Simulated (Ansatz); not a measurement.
# CH₄Si (singlet): the correlation ladder at scale of all distances = 0.892, cc-pVDZ

Aim: climb from Hartree-Fock through coupled cluster and multireference methods for CH₄Si (singlet) at one geometry and basis, and see what each rung misses.

The runs use Ansatz 0.2.0, Gaussian basis; cc-pVDZ, core rule «outside noble gas», up to 6 orbitals frozen.

The runs, in order: UHF; CCSD(T) on RHF; BCCD(T) on RHF; CISD; CCSDT(Q) on RHF; CASSCF and MRCISD+Q, 2 electrons in 2 orbitals; CASSCF and NEVPT2, 2 electrons in 2 orbitals; CASSCF and MRCISD+Q, 8 electrons in 8 orbitals; CASSCF and NEVPT2, 8 electrons in 8 orbitals.

21 further runs of the same task are left out: 1 for a mislabelled method, 18 that didn't finish, 2 set aside as unsound or not needed.

## 1. The geometry

The geometry derives from a PBE0/def2-TZVP stationary point (not a proven minimum). All distances are scaled together.

6 atoms, charge 0, spin multiplicity 1.

Atoms are counted from 1 here; the program's logs count them from 0.

Bond lengths: Si1–C2 1.515 Å, Si1–H3 1.319 Å, Si1–H4 1.319 Å, C2–H5 0.967 Å, C2–H6 0.967 Å. Angles: C2–Si1–H3 122.7°, C2–Si1–H4 122.7°, H3–Si1–H4 114.7°, Si1–C2–H5 122.2°, Si1–C2–H6 122.2°, H5–C2–H6 115.7°.

## 2. UHF

in.yaml reads:

```yaml
crystal:
  periodic: [false, false, false]
  atoms:
    - {symbol: Si, position_ang: [0.000000, 0.000000, 0.472661]}
    - {symbol: C, position_ang: [0.000000, 0.000000, -1.042651]}
    - {symbol: H, position_ang: [0.000000, 1.110055, 1.184244]}
    - {symbol: H, position_ang: [0.000000, -1.110055, 1.184244]}
    - {symbol: H, position_ang: [0.000000, 0.818383, -1.557262]}
    - {symbol: H, position_ang: [0.000000, -0.818383, -1.557262]}
basis:
  gaussian: {orbitals: cc-pVDZ}
magnetization: {spin_polarized: true, initial_magnetization: 0}
hamiltonian: {xc: hf}
output: {orbitals: {seedname: orbitals}}
```

Run with:

```bash
> ansatz run in.yaml --threads 1 --pin off --events-out ev --progress --plain --max-ram 2393MiB
```

The runs that follow: CCSD(T) on RHF; BCCD(T) on RHF; CISD; CCSDT(Q) on RHF; CASSCF and MRCISD+Q, 2 electrons in 2 orbitals; CASSCF and NEVPT2, 2 electrons in 2 orbitals; CASSCF and MRCISD+Q, 8 electrons in 8 orbitals; CASSCF and NEVPT2, 8 electrons in 8 orbitals.

**Question.** What will the summary of the whole plan be? Wanted: RCCSDT(Q) below the RHF energy; RMP2 from RCCSDT(Q); RCCSD from RCCSDT(Q); RCCSD(T) from RCCSDT(Q); NEVPT2 pair from RCCSDT(Q); MRCISD+Q pair from RCCSDT(Q); NEVPT2 frontier from RCCSDT(Q); T1 diagnostic.

**Answer**, as computed:

```
                         quantity                                         value
   RCCSDT(Q) below the RHF energy                                    -7.5283 eV
              RMP2 from RCCSDT(Q)                               +26.10 kcal/mol
             RCCSD from RCCSDT(Q)                                +5.70 kcal/mol
          RCCSD(T) from RCCSDT(Q)                                +0.83 kcal/mol
       NEVPT2 pair from RCCSDT(Q)                               +23.94 kcal/mol
     MRCISD+Q pair from RCCSDT(Q)                                +1.64 kcal/mol
   NEVPT2 frontier from RCCSDT(Q)                               +29.97 kcal/mol
levels within 1 kcal/mol (43 meV)  RCCSD(T), BCCD(T), RCCSDT, MRCISD+Q frontier
                    T1 diagnostic                                         0.012
```

What this shows: RCCSD(T) misses by +0.83 kcal/mol, 0.5 % of the correlation energy. Of the multireference levels listed MRCISD+Q frontier comes nearest in total energy (+0.58 kcal/mol), which doesn't show that its space is the better one. These misses are within one basis, not against nature.
